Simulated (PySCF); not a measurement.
**C₂H₂Cl−, a complex of two parts: interaction energy**

An exercise on one series of results from a longer session: the logs are not shown, and one member is left open.

Programs: PySCF 2.14.0. All values are calculated, for the isolated system unless a continuum is named. Atoms count from 0, parts from 1.

## Starting point

5 atoms, charge -1, multiplicity 1; geometry: GFN2-xTB. Parts: 1 = atoms 0–3, `C#C`, charge 0; 2 = atom 4, `[Cl-]`, charge -1.

Set-up of the first run:

Job settings and geometry (Å):

```
{"job": {"xc": "PBE0", "basis": "def2-TZVPD", "d3": "d3bj", "grid": 3, "kind": "geom", "shake": 0.01}, "charge": -1, "multiplicity": 1, "parts": [{"atoms": "0-3", "charge": 0, "multiplicity": 1}, {"atoms": "4-4", "charge": -1, "multiplicity": 1}]}
C      0.674626    -0.071973    -0.022582
C     -0.527327     0.042848     0.166680
H      1.668976    -0.131323    -0.207164
H     -1.533636     0.132973     0.338941
Cl    -3.827417     0.304191     0.707893
```

Command:

```sh
OMP_NUM_THREADS=1 python cluster_run.py task.json out
```

The driver reads the jobs from task.json and runs them one after another.

Steps of the session up to this table: Relaxing the molecule at PBE0-D3(BJ)/def2-TZVPD; Coupled-cluster interaction energy: CCSD(T) and MP2, 2.23 Å; Coupled-cluster interaction energy: CCSD(T) and MP2, 2.34 Å; Coupled-cluster interaction energy: CCSD(T) and MP2, 2.45 Å; Coupled-cluster interaction energy: CCSD(T) and MP2, 2.12 Å; Coupled-cluster interaction energy: CCSD(T) and MP2, 2.79 Å; Coupled-cluster interaction energy: CCSD(T) and MP2, 2.01 Å; Coupled-cluster interaction energy: CCSD(T) and MP2, 3.34 Å; Coupled-cluster interaction energy: CCSD(T) and MP2, 4.46 Å.

One table of the session follows, with a row left open; its other results are not shown here.

It belongs to the step «Coupled-cluster interaction energy: CCSD(T) and MP2, 4.46 Å». 

| method | interaction energy (kcal/mol) |
| --- | --- |
| HF/aug-cc-pVDZ | -3.17 |
| MP2/aug-cc-pVDZ | -3.00 |
| CCSD/aug-cc-pVDZ | -2.97 |
| CCSD(T)/aug-cc-pVDZ | -2.97 |
| HF/aug-cc-pVQZ | -3.17 |
| MP2/aug-cc-pVQZ | -3.05 |
| SCS-MP2/aug-cc-pVQZ | ? |
| MP2, extrapolated | -3.05 |
| CCSD(T), limit estimate | -3.03 |

Estimate the missing values for SCS-MP2/aug-cc-pVQZ.

**Answer.** interaction energy (kcal/mol): -2.99. In the column «interaction energy (kcal/mol)» it lies between MP2/aug-cc-pVDZ (-3.00) and CCSD/aug-cc-pVDZ (-2.97).
